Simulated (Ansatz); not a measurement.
The input, for Ansatz 0.2.0:

```yaml
crystal:
  periodic: [false, false, false]
  atoms:
    - {symbol: B, position_ang: [0.000000, 0.000000, 0.226611]}
    - {symbol: B, position_ang: [0.000000, 0.000000, -2.771609]}
    - {symbol: H, position_ang: [0.000000, 0.000000, 2.544998]}
basis:
  gaussian: {orbitals: 6-31G}
magnetization: {spin_polarized: true, initial_magnetization: 1}
correlation: {method: ccsdt_q, electrons: outside_noble_gas}
```

```sh
$ ansatz run in.yaml --threads 1 --pin off --events-out ev --progress --plain --max-ram 2393MiB
```

Log:

```
441 factors; integrals over basis functions are off by at most 1.2e-7 eV
mean field evaluation 1: about -1344.6248 eV, gradient 9.6e0 eV
mean field evaluation 2: about -1344.6261 eV, gradient 9.6e0 eV
mean field evaluation 4: about -1347.0951 eV, gradient 2.2e0 eV
mean field evaluation 8: about -1347.1215 eV, gradient 4.9e-1 eV
mean field evaluation 16: about -1348.0883 eV, gradient 2.3e-4 eV
mean field evaluation 32: about -1348.2795 eV, gradient 9.5e-3 eV
mean field evaluation 64: about -1348.1323 eV, gradient 1.6e-5 eV
mean field evaluation 96: about -1348.0882 eV, gradient 6.8e-2 eV
mean field evaluation 128: about -1347.6060 eV, gradient 1.3e-3 eV
mean field evaluation 160: about -1347.9033 eV, gradient 1.6e-6 eV
...
cycle  38  -3.09238111 eV  change   -2.9e-6 eV  update   3.5e-6
cycle  39  -3.09238312 eV  change   -2.0e-6 eV  update   2.8e-6
cycle  40  -3.09238285 eV  change    2.7e-7 eV  update   2.0e-6
cycle  41  -3.09238221 eV  change    6.4e-7 eV  update   1.5e-6
cycle  42  -3.09238155 eV  change    6.6e-7 eV  update   1.2e-6
cycle  43  -3.09238112 eV  change    4.2e-7 eV  update   1.0e-6
cycle  44  -3.09238102 eV  change    1.0e-7 eV  update   9.9e-7
cycle  45  -3.09238083 eV  change    1.9e-7 eV  update   6.7e-7
cycle  46  -3.09238047 eV  change    3.6e-7 eV  update   7.3e-7
cycle  47  -3.09238038 eV  change    8.9e-8 eV  update   3.4e-7
perturbative correction -0.00976027 eV, -0.0003586834 hartree
Total energy: -1351.42567517 eV, -49.6639775332 hartree
```

For the same geometry and basis full CI lies 0.6 meV higher.

Ran on 1 thread of Arm Neoverse V1, shared host: 6.5 s wall, 0.15 GiB peak host memory.
